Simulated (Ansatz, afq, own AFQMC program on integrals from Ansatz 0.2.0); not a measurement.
## Where AFQMC and coupled cluster stand for BH4, doublet

| atom | x (Å) | y (Å) | z (Å) |
| --- | --- | --- | --- |
| B | -0.0247 | 0.0476 | 0.0471 |
| H | 0.3900 | 0.8601 | 0.8578 |
| H | -0.4490 | -0.7601 | 0.8576 |
| H | -0.4375 | 0.8562 | -0.7683 |
| H | 0.7615 | -1.4662 | -1.4522 |

Basis 6-31G. Noble-gas cores (and the filled d shells of Ga–Kr and In–Xe) are frozen. Ansatz 0.2.0 and our own AFQMC program on the same integrals; the CISD trial comes from CCSD amplitudes, and released means the phaseless constraint is let go. ± is one standard error of the sampling.

Determinant: UHF, the one that the program's search chose, which needn't be the lowest solution. The geometry is a point of a scan.

Full CI on the same integrals is exact in this basis and with this determinant's frozen core.

- T1 diagnostic: 0.0109
- weight of the determinant in the CISD state: 0.948
- ⟨S²⟩ of the determinant: 0.757
- size of the correlated space: 7 electrons in 16 orbitals

| level | correlation energy (eV) |
| --- | --- |
| MP2 | -1.6004 |
| CCSD | -2.1417 |
| CCSD(T) | -2.1694 |

(1) Estimate where phaseless AFQMC with a CISD trial lies against CCSD(T) on the same integrals.

(1) 0.7 ± 0.2 kJ/mol below CCSD(T).

Reference: full CI, correlation energy -2.181 eV. The released energy is read at 2.40 1/Eh (meV from the phaseless value at times in 1/Eh: -3.1 ± 1.9 at 0.24, -2.2 ± 1.4 at 0.51, -4.2 ± 1.8 at 0.99, -4.9 ± 2.2 at 1.62, -3.1 ± 2.4 at 2.40).

```
         level  E − E(reference) (kJ/mol)  share of correlation (%)
       CCSD(T)                        1.1                     99.48
         CCSDT                        0.0                     99.98
      CCSDT(Q)                        0.0                    100.00
        CCSDTQ                        0.0                    100.00
 ph-AFQMC/CISD                  0.4 ± 0.2                     99.82
released AFQMC                  0.1 ± 0.2                     99.96
```

CCSDT and higher add their correlation energy to the determinant of the CCSD(T) run, since their own runs factorise the integrals more tightly (a shift of under 2 meV). A walk keeps the symmetry of its determinant, which the program's search chose and which needn't be the lowest solution, so a lower state of the same spin and another symmetry isn't excluded. Released energies are given only where the last usable release times agree within the noise; a slower fall can still hide under it.
